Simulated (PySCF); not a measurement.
**SiB−: from the state search to spectroscopic constants**

What are the lowest state that PBE0 finds, the bond length, vibrational wavenumber and bond energy of SiB−, and how much do these hang on the method?

The runs use PySCF 2.14.0; Si def2-SVPD, B def2-SVPD, no relativity.

3 further runs of the same task are left out: 3 set aside as unsound or not needed.

**1. Input**

A driver script around PySCF takes these settings:

| Quantity | Value |
| --- | --- |
| atoms | Si, B |
| charge | -1 |
| basis | Si def2-SVPD, B def2-SVPD |
| Hamiltonian | no relativity |
| basis functions | 44 |
| electrons treated | 20 |
| masses in u | 27.9769, 11.0093 |
| levels | PBE0, PBE, r²SCAN, B3LYP, B97-3, BLYP, HF, MP2, SCS-MP2, CCSD, CCSD(T) |
| grid | 80 radial by 434 angular points |
| occupations | held fixed by the projection of orbital angular momentum |
| dissociation limit | Si− + B, each in its ground configuration |
| starting distance in angstrom | 2.030 |
| values of 2S to try | 0, 2, 4 |

Started as:

```sh
$ OMP_NUM_THREADS=1 python dia.py task.json out
```

The runs that follow: PBE0 along the bond; PBE (GGA); r²SCAN; B3LYP (global hybrid GGA); B97-3 (global hybrid GGA); BLYP (GGA); ROHF; MP2 and coupled cluster.

Before running it: what results should come out? Wanted: for each run, Re; ωe; De; μ.

**Answer**, as computed:

Lowest PBE0 solution found, without spin–orbit coupling: ³Π (triplet), unpaired electrons σ ↑, π ↑.

```
       level  Re (Å)  ωe (cm⁻¹)  De (eV)  μ (D)
        ROHF   1.824        943     2.19  -0.86
    ROHF-MP2   1.871        822     3.60    n/a
ROHF-SCS-MP2   1.870        825     3.43    n/a
   ROHF-CCSD   1.866        845     3.26    n/a
ROHF-CCSD(T)   1.880        813     3.52    n/a
         PBE   1.873        813     4.34  -1.74
        BLYP   1.876        797     4.19  -1.88
      r²SCAN   1.859        846     4.13  -1.33
       B3LYP   1.858        834     4.01  -1.71
        PBE0   1.854        852     4.03  -1.51
       B97-3   1.856        846     4.06  -1.68
```

De is counted to Si− + B in their ground configurations. A positive dipole points from Si to B; in an ion it is taken about the centre of mass and does not tell which atom is negative.

What this shows: Bond lengths run from 1.824 Å (ROHF) to 1.880 Å (ROHF-CCSD(T)). Of the levels with a De here, ROHF gives the least (2.19 eV) and PBE the most (4.34 eV).

Correlated steps freeze 6 core orbitals. T1 is 0.049 near the minimum (highest on the curve 0.052), which may point to more than one leading configuration. With some functionals the highest level of the anion is positive, from self-interaction error or because the anion is truly unbound there; the finite basis then holds the extra electron, and no neutral molecule was run to test the binding.
